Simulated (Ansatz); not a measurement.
## Cs (model structure, started from the simple cubic type, Pm-3m, No. 221, 1 atom in the cell)

All values below come from PBEsol (Ansatz, a quantum-chemistry and plane-wave program, plane waves, PAW).

Run with plane-wave cutoff 500 eV, 14×14×14 k mesh, Fermi–Dirac smearing 0.1 eV, scalar-relativistic PAW data made under PBE.

Cell (relaxed at this level):

```
Cs
1.0
    4.90788     0.00000     0.00000
    0.00000     4.90788     0.00000
    0.00000     0.00000     4.90788
Cs
1
Direct
  0.00000   0.00000   0.00000
```

| Property | Result |
|---|---|
| band gap | none |

Note: the relaxation could raise the start's symmetry but not lower it, so the cell can be a saddle point.

Spin–orbit coupling is not included.

The computed numbers hold no vibrational or temperature effects.

Cost on a shared machine: very roughly 60 core-seconds.

A model structure was made by putting elements into a prototype or built by hand; it is no filed structure, need not be a known phase, and can be a saddle point held by its symmetry.
